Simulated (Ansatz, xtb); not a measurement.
# C4H9F: which of two isomers lies lower

We compare X, `CCCCF`, a singlet, with Y, `CC(C)(C)F`, a singlet. Both are isolated molecules in the gas phase, relaxed with B3LYP-D3(BJ)/def2-SVP; each stands in its lowest conformer found.

Quicker runs give these differences E(Y) − E(X): GFN2-xTB −5.6 kcal/mol; HF/STO-3G −4.8 kcal/mol (at GFN2-xTB geometries); r2SCAN-D4/def2-SVP −9.6 kcal/mol (at GFN2-xTB geometries).

Problem. Estimate E(Y) − E(X) at the level CCSD(T)/def2-SVP + ΔMP2/def2-TZVPP.

Solution. Calculated at CCSD(T)/def2-SVP + ΔMP2/def2-TZVPP: E(Y) − E(X) = −8.8 kcal/mol, so structure Y lies lower.

Level by level:

| level | geometry | E(Y) − E(X) (kcal/mol) | departure from the last row (kcal/mol) | job, with rough time for the two |
| --- | --- | --- | --- | --- |
| GFN2-xTB | GFN2-xTB | −5.6 | +3.1 | optimisation, 0.08 s |
| HF/STO-3G | GFN2-xTB | −4.8 | +3.9 | single point, 0.28 s |
| r2SCAN-D4/def2-SVP | GFN2-xTB | −9.6 | −0.8 | single point, 4.3 s |
| B3LYP-D3(BJ)/def2-SVP | B3LYP-D3(BJ)/def2-SVP | −7.9 | +0.9 | optimisation, 25 s |
| HF/def2-SVP | B3LYP-D3(BJ)/def2-SVP | −6.7 | +2.1 | part of the CCSD(T) run |
| MP2/def2-SVP | B3LYP-D3(BJ)/def2-SVP | −8.7 | 0.0 | part of the CCSD(T) run |
| CCSD(T)/def2-SVP | B3LYP-D3(BJ)/def2-SVP | −8.5 | +0.3 | single point |
| CCSD(T)/def2-SVP + ΔMP2/def2-TZVPP | B3LYP-D3(BJ)/def2-SVP | −8.8 |  | single point, 46 s |

As drawn, both hold the same kinds of bond in the same numbers. Structure X has 1 methyl group, Y 3.

None of the levels shown reverses the order. The largest departure from CCSD(T)/def2-SVP + ΔMP2/def2-TZVPP is that of HF/STO-3G, 3.9 kcal/mol. The last row adds to CCSD(T) the change of the MP2 difference between the two basis sets, here −0.3 kcal/mol.

With thermal terms from frequencies at re-optimised GFN2-xTB minima (ideal gas, soft modes damped towards free rotors, one conformer each, 298.15 K, 1 atm): on the last row, ΔE + ΔZPE = −9.7, ΔH = −9.5, ΔG = −8.7 kcal/mol.

The correlated steps freeze 5 core orbitals. Codes used: Ansatz 0.2.0, xtb 6.7.1; the last row on 2 threads of Arm Neoverse V2 on a shared host.
